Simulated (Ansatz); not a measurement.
Input and output for `CC1=C=NC=N1`.

```yaml
crystal:
  periodic: [false, false, false]
  atoms:
    - {symbol: C, position_ang: [-0.988102, -0.962342, 1.006535]}
    - {symbol: C, position_ang: [-0.054812, -0.251422, 0.119944]}
    - {symbol: C, position_ang: [1.041899, -0.447195, -0.610359]}
    - {symbol: N, position_ang: [1.770776, 0.287081, -1.356996]}
    - {symbol: C, position_ang: [0.959036, 1.348134, -1.092682]}
    - {symbol: N, position_ang: [-0.077159, 1.079637, -0.265700]}
    - {symbol: H, position_ang: [-0.693868, -2.006018, 1.110017]}
    - {symbol: H, position_ang: [-2.002598, -0.924856, 0.604413]}
    - {symbol: H, position_ang: [-0.999739, -0.503950, 1.997512]}
    - {symbol: H, position_ang: [1.127668, 2.329730, -1.509683]}
basis:
  gaussian: {orbitals: aug-pcseg-2}
hamiltonian: {xc: {name: LC-wPBE}}
accuracy: high
```

```sh
$ ansatz run in.yaml --threads 4 --pin off --events-out ev --progress --plain --max-ram 10444MiB
```

Output, abridged:

```
Functional definition: LC-wPBE
5467 factors; integrals over basis functions are off by at most 3.3e-9 eV
1194 factors; integrals over basis functions are off by at most 1.8e-9 eV
mean field evaluation 1: about -7180.8701 eV, gradient 5.0e1 eV
mean field evaluation 2: about -7181.5192 eV, gradient 4.9e1 eV
mean field evaluation 4: about -7186.1053 eV, gradient 4.0e0 eV
mean field evaluation 8: about -7186.1445 eV, gradient 1.5e-1 eV
mean field evaluation 16: about -7186.1447 eV, gradient 5.3e-4 eV
mean field -7186.14473087 eV, -264.0859479157 hartree, gradient 8.3e-8 eV, S^2 0.000000; 0 other end points of the search recorded, 0 dependent functions left out
reference -7186.14473087 eV, -264.0859479157 hartree; 21, 21 occupied and 347, 347 virtual orbitals, 5467 factors
Total energy: -7186.14473087 eV, -264.0859479157 hartree
```

It took 31 s on 4 threads of an AMD EPYC 7B13 on a shared host, with 3.9 GiB of host memory at the peak.
